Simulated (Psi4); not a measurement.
This Psi4 input (B3LYP/def2-SVPD) gives -343.05794 Eh with 48 basis functions.

```
memory 2025 MB

molecule {
0 1
P     0.00293147    0.00160888    0.12817703
H    -0.00384980    1.18388197   -0.65609339
H     1.01199153   -0.61366513   -0.65676338
H    -1.05211382   -0.59435001   -0.60979871
}

set {
  basis def2-svpd
  scf_type df
}

energy('b3lyp')
print_variables()
```

Change:
```diff
- basis def2-svpd
+ basis 6-31g**
```

Q: What does the run give now?

A: -343.14507 Eh (B3LYP/6-31G**, 34 functions), a change of -87.13 mEh.
